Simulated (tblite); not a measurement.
Species: C₄H₇N₂ (doublet state).
Z-matrix (Å and degrees, GFN2-xTB geometry), rows numbered from 1:
```
C 
N   1  1.2734
C   2  1.3094  1  133.12
C   3  1.4404  2  120.84  1  -157.36
C   4  1.5007  3  116.25  2   179.45
N   4  1.2771  3  125.48  2    -0.98
H   1  1.0781  2  118.13  3  -167.08
H   1  1.0880  2  123.77  3    16.62
H   3  1.0898  2  120.60  1    29.25
H   5  1.0887  4  110.32  3    58.02
H   5  1.0852  4  109.28  3   178.39
H   5  1.0888  4  110.24  3   -61.47
H   6  1.0183  4  113.83  3     0.64
```

Computed values, GFN2-xTB/tblite, gas phase, harmonic and unscaled. Against measured fundamentals such values can be off by several per cent, at times by over 20. One conformer, not necessarily the lowest. Open shells enter through the occupations alone, without spin polarisation, and single modes of such species can be off by tens of per cent.

Harmonic wavenumbers (cm⁻¹): 118.1, 123.3, 154.2, 205.5, 318.3, 372.8, 478.1, 561.0, 618.0, 735.6, 824.7, 841.2, 908.6, 1003.9, 1032.8, 1074.7, 1115.5, 1222.1, 1267.6, 1357.8, 1386.9, 1433.2, 1462.7, 1471.4, 1579.9, 1652.3, 2932.0, 2952.3, 3014.3, 3022.8, 3073.7, 3089.7, 3335.7.

A = 9599, B = 2095, C = 1754 MHz; mass 83.061 u (most abundant isotopes); point group C1, symmetry number 1; spin multiplicity 2.

Zero-point energy?

Half the sum of the wavenumbers: 22370 cm⁻¹ = 267.61 kJ/mol.

Entropy at 350 K, 1 bar (ideal gas, RRHO, classical rotation)?

Translation 167.31, rotation 113.35, vibration 81.35, spin (R ln 2) 5.76: S = 367.8 J/(mol K).

And Cp and H(350 K) − H(0)?

Cp = 125.99 J/(mol K), of which vibrations give 92.73 (their classical limit is 33 R = 274.4); H(350 K) − H(0) = 27.56 kJ/mol without the zero-point energy, 15.92 from vibrations.

How do the functions run with temperature in this model?

```csv
T (K),S (J/(mol K)),Cp (J/(mol K)),H − H(0) (kJ/mol),G − H(0) (kJ/mol),ln q(vib)
100,260.0,59.7,4.37,-21.63,0.57
200,309.6,85.9,11.67,-50.24,2.00
300,349.4,112.6,21.59,-83.23,3.54
500,418.9,161.5,49.22,-160.23,6.67
800,506.2,209.7,105.53,-299.46,11.27
1000,555.4,230.9,149.70,-405.73,14.15
```

q(vib) and H(0) count from the zero-point level.

Which modes carry the vibrational entropy at 350 K?

118.1 cm⁻¹: 14.40; 123.3 cm⁻¹: 14.05; 154.2 cm⁻¹: 12.24; 205.5 cm⁻¹: 9.96; 318.3 cm⁻¹: 6.65; 372.8 cm⁻¹: 5.53 J/(mol K); the other 27 give 18.51 together.

Hindered rotation and anharmonicity are outside this model. Other conformers, if any are populated, would add a mixing term that is left out. The structure is chiral; the term R ln 2 for an equal mix with its mirror image is left out.
